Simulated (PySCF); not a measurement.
Methylenecyclopentane, C6H10.
Bonds: C1–C2 (double), C2–C3, C3–C4, C4–C5, C5–C6, C2–C6. Hydrogens: H7, H8 on C1; H9, H10 on C3; H11, H12 on C4; H13, H14 on C5; H15, H16 on C6.

The same species was optimised twice, with GFN2-xTB and with PBE0-D3(BJ)/def2-SVP (PySCF), and the same property calculations (PySCF, gas phase) were run on both structures.

```csv
coordinate,GFN2-xTB,PBE0-D3(BJ)/def2-SVP,change
C1=C2 (Å),1.321,1.334,+0.013
C2–C6 (Å),1.506,1.516,+0.010
C2–C3 (Å),1.506,1.516,+0.010
C5–C6 (Å),1.529,1.531,+0.002
C3–C4 (Å),1.529,1.531,+0.002
C4–C5 (Å),1.528,1.529,+0.001
C3–C2–C6 (°),108.9,108.3,-0.6
C1–C2–C3 (°),125.6,125.9,+0.3
C1–C2–C6 (°),125.5,125.8,+0.3
C2–C6–C5 (°),104.6,104.7,+0.1
C2–C3–C4 (°),104.6,104.6,0.0
C4–C5–C6 (°),103.4,103.3,-0.1
C3–C4–C5 (°),103.4,103.4,0.0
```

Rotational constants: A = 6597, B = 3307, C = 2382 MHz (GFN2-xTB) against A = 6545, B = 3262, C = 2355 MHz (PBE0-D3(BJ)/def2-SVP). Point groups within 0.08 Å: C2 and C2. Atoms that the bonding makes alike are paired by their places after alignment.

On the GFN2-xTB structure: lowest singlet, TDDFT (eV) 6.75 [CAM-B3LYP/def2-SVPD]; lowest triplet, Tamm–Dancoff (eV) 4.19 [CAM-B3LYP/def2-SVPD]; isotropic polarisability (au) 68.8 [CAM-B3LYP/def2-SVPD]; HOMO (eV) -8.23 [CAM-B3LYP/def2-SVPD]; LUMO (eV) 1.37 [CAM-B3LYP/def2-SVPD]; dipole (D) 0.65 [CAM-B3LYP/def2-SVPD]; HOMO (eV) -6.89 [PBE0/pcSseg-1]; LUMO (eV) 0.38 [PBE0/pcSseg-1]; dipole (D) 0.59 [PBE0/pcSseg-1]; GIAO shielding of C1 (ppm) 74.5 [PBE0/pcSseg-1]; GIAO shielding of C2 (ppm) 25.7 [PBE0/pcSseg-1]; GIAO shielding of C3/C6 (mean) (ppm) 150.2 [PBE0/pcSseg-1]; GIAO shielding of C4/C5 (mean) (ppm) 156.2 [PBE0/pcSseg-1].

Task: What do these properties become on the PBE0-D3(BJ)/def2-SVP structure?

Result: 
| property | level | on GFN2-xTB | on PBE0-D3(BJ)/def2-SVP | change |
| --- | --- | --- | --- | --- |
| lowest singlet, TDDFT (eV) | CAM-B3LYP/def2-SVPD | 6.75 | 6.67 | -0.08 |
| lowest triplet, Tamm–Dancoff (eV) | CAM-B3LYP/def2-SVPD | 4.19 | 4.07 | -0.12 |
| isotropic polarisability (au) | CAM-B3LYP/def2-SVPD | 68.8 | 70.3 | +1.5 |
| HOMO (eV) | CAM-B3LYP/def2-SVPD | -8.23 | -8.19 | +0.04 |
| LUMO (eV) | CAM-B3LYP/def2-SVPD | 1.37 | 1.30 | -0.07 |
| dipole (D) | CAM-B3LYP/def2-SVPD | 0.65 | 0.67 | +0.02 |
| energy, GFN2-xTB geometry as zero (kcal/mol) | CAM-B3LYP/def2-SVPD | 0.0 | -0.6 | -0.6 |
| HOMO (eV) | PBE0/pcSseg-1 | -6.89 | -6.86 | +0.03 |
| LUMO (eV) | PBE0/pcSseg-1 | 0.38 | 0.31 | -0.07 |
| dipole (D) | PBE0/pcSseg-1 | 0.59 | 0.62 | +0.03 |
| energy, GFN2-xTB geometry as zero (kcal/mol) | PBE0/pcSseg-1 | 0.0 | -0.4 | -0.4 |
| GIAO shielding of C1 (ppm) | PBE0/pcSseg-1 | 74.5 | 71.5 | -3.0 |
| GIAO shielding of C2 (ppm) | PBE0/pcSseg-1 | 25.7 | 23.2 | -2.5 |
| GIAO shielding of C3/C6 (mean) (ppm) | PBE0/pcSseg-1 | 150.2 | 148.3 | -1.9 |
| GIAO shielding of C4/C5 (mean) (ppm) | PBE0/pcSseg-1 | 156.2 | 154.6 | -1.6 |

The heavy atoms differ by 0.010 Å rms after alignment. Among bonds between heavy atoms C1=C2 changes most (+0.013 Å). Changes are differences of the printed values. Neither structure is proved a minimum here.
